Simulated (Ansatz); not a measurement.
## Basis-set limit of SiF2, triplet

```xyz
3

F     0.1714    1.2614    0.2337
Si   -0.6080   -0.0474   -0.3373
F     0.4367   -1.2140    0.1036
```

Connectivity, by distances: F–Si–F.

Ansatz 0.2.0, UHF determinant, valence electrons correlated. Energies in eV.

| set | X | functions | Hartree–Fock | MP2 correlation | CCSD(T) correlation | time |
| --- | --- | --- | --- | --- | --- | --- |
| def2-TZVPP | 3 | 104 | -13277.0718 | -15.4846 | -16.0571 | 4.3 s on 1 × NVIDIA H100 80GB HBM3 with 1 thread of AMD EPYC 7R13 Processor (Zen 3), on a shared host |
| def2-QZVPP | 4 | 184 | -13277.6125 | -16.9942 | -17.5449 | 10 s on 1 × NVIDIA H100 80GB HBM3 with 1 thread of AMD EPYC 7R13 Processor (Zen 3), with other jobs on the host |

Hartree–Fock is taken to follow E(X) = E∞ + A·exp(−7.88·√X), correlation E(X) = E∞ + B·X^−2.97.

Cautions: another spin lies lower.

Task: Work out the CCSD(T) energy at the limit, and how far the shortcut misses it that extrapolates MP2 and adds CCSD(T) minus MP2 from the smaller set.

Result: Hartree–Fock: E∞ = E4 + 0.1377·(E4 − E3) = -13277.6870. Correlation: E∞ = E4 + 0.7407·(E4 − E3) = -18.6470 for CCSD(T) and -18.1123 for MP2. The limit is -13296.3340 eV, 1.177 eV below def2-QZVPP. The shortcut gives a correlation energy of -18.1123 + (-0.5725) = -18.6848, 38 meV lower than the direct value.

Past Ne part of the Hartree–Fock step between the two sets comes from the cores, which don't follow the formula, so the 74 meV that it adds to the total can overshoot; that part largely cancels in differences.
